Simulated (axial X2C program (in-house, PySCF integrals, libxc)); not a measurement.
**SiO: properties at the nuclei**

Aim: properties at the nuclei of SiO, with spin–orbit coupling in the Hamiltonian from the start.

The runs use an in-house X2C program for linear molecules on PySCF integrals; two-component X2C with atomic mean-field terms, Si dyall-av3z, O dyall-av3z.

All values are calculated.

## 1. Input

Input file task.json:

```json
{"zs": [14, 8], "q": 0, "bas": ["dyall-av3z", "dyall-av3z"], "r0": 1.64, "levels": ["PBE0", "HF", "B3LYP"], "nst": 1, "ff": 1, "thr": -3.5, "nmax": 130, "opt": {"ecut": 60}}
```

Keys: zs atomic numbers; q charge; bas basis sets; r0 starting distance in Å; levels methods (HF also brings MP2); nst determinants followed; ff finite-field run; thr threshold in hartree for freezing inner shells (an s shell follows its p shell); nmax most natural virtual spinors; ecut virtual cutoff in hartree.

On the command line:

```bash
python soeom.py task.json out
```

Nuclei are Gaussian, cores are contracted, and the Gaunt term is on.

## 2. Expectation values, lowest determinant

R = 1.518 Å. State: Ω = 0 (closed shell).

Output of the PBE0 run:

```text
two-component X2C + atomic mean field  PBE0
basis functions 116  fitting functions 625  grid points 4350
iter        total energy     max residual
   1       -365.188251184     3.45e-06
   2       -365.188251185     2.69e-06
converged
one-electron -583.51987201  Coulomb 208.65704366  exact exchange -7.14652571  xc functional -22.18101303  nuclear repulsion 39.04337788  atomic mean-field constant -0.04126198
```

The highest occupied spinor is 38% O p, 28% Si p, 26% Si s.

| level | qzz Si (a.u.) | qzz O (a.u.) | μ (D) |
| --- | --- | --- | --- |
| PBE0 | -2.06 | -0.69 | -3.15 |
| HF | -2.37 | -0.68 | -3.77 |
| B3LYP | -2.07 | -0.73 | -3.21 |

qzz is the electric field gradient, eQq0 = 234.96 MHz × Q/barn × qzz; μ is positive if O is the positive end. The operators were transformed with the bare-nucleus X2C matrices.

## 3. Finite-field coupled cluster

Output:

```text
two-component X2C + atomic mean field  HF
basis functions 116  fitting functions 625  grid points 4350
iter        total energy     max residual
   1       -364.446815277     6.87e-02
   2       -364.461490383     6.47e-03
   3       -364.462023174     5.39e-03
   4       -364.462355660     1.43e-03
   5       -364.462400135     2.84e-04
   6       -364.462404951     8.39e-05
   7       -364.462405265     2.73e-05
   8       -364.462405316     6.34e-06
   9       -364.462405317     8.78e-07
converged
one-electron -583.37633628  Coulomb 208.55750456  exact exchange -28.64568950  xc functional 0.00000000  nuclear repulsion 39.04337788  atomic mean-field constant -0.04126198
correlated 10  virtual 200  natural virtual 124  E(MP2) -0.349944641  MP2 remainder -0.002155097
iter   CCSD correlation   residual
   1     -0.330055983   1.87e-01
   2     -0.343150665   9.88e-02
   3     -0.347663464   3.02e-02
   4     -0.347678432   1.02e-02
   5     -0.347786171   3.33e-03
   6     -0.347791904   1.07e-03
   7     -0.347786884   4.02e-04
   8     -0.347792788   1.22e-04
   9     -0.347792787   3.37e-05
  10     -0.347792531   1.16e-05
  11     -0.347792606   4.20e-06
  12     -0.347792502   1.52e-06
  13     -0.347792519   6.27e-07
(T) -0.018928265  T1 0.0354  D1 0.0523  max T2 0.078
```

T1 in the output is the amplitude norm over the root of the electron number; divide by √2 for the Lee–Taylor value.

10 electrons correlated in 124 natural virtual spinors, MP2 remainder added; T1 = 0.025.

| level | qzz Si (a.u.) | qzz O (a.u.) | μ (D) |
| --- | --- | --- | --- |
| HF | -2.37 | -0.68 | -3.77 |
| MP2 | -1.91 | -0.75 | -2.96 |
| CCSD | -2.02 | -0.71 | -3.26 |
| CCSD(T) | -1.92 | -0.72 | -3.06 |

## 4. What came out

| quantity | value |
| --- | --- |
| lowest determinant | Ω = 0 (closed shell) |
| qzz Si (a.u.), PBE0 | -2.06 |
| qzz O (a.u.), PBE0 | -0.69 |
| μ (D), PBE0 | -3.15 |
| qzz Si (a.u.), CCSD(T) | -1.92 |
| qzz O (a.u.), CCSD(T) | -0.72 |
| μ (D), CCSD(T) | -3.06 |

In words: The expectation values come from single determinants, which for open shells can mix terms of unlike spin or miss the lowest Ω, so a determinant need not be a state. qzz is the electric field gradient, eQq0 = 234.96 MHz × Q/barn × qzz; μ is positive if O is the positive end. The operators were transformed with the bare-nucleus X2C matrices. Correlation of the inner shells is missing, which matters for properties at the nucleus.
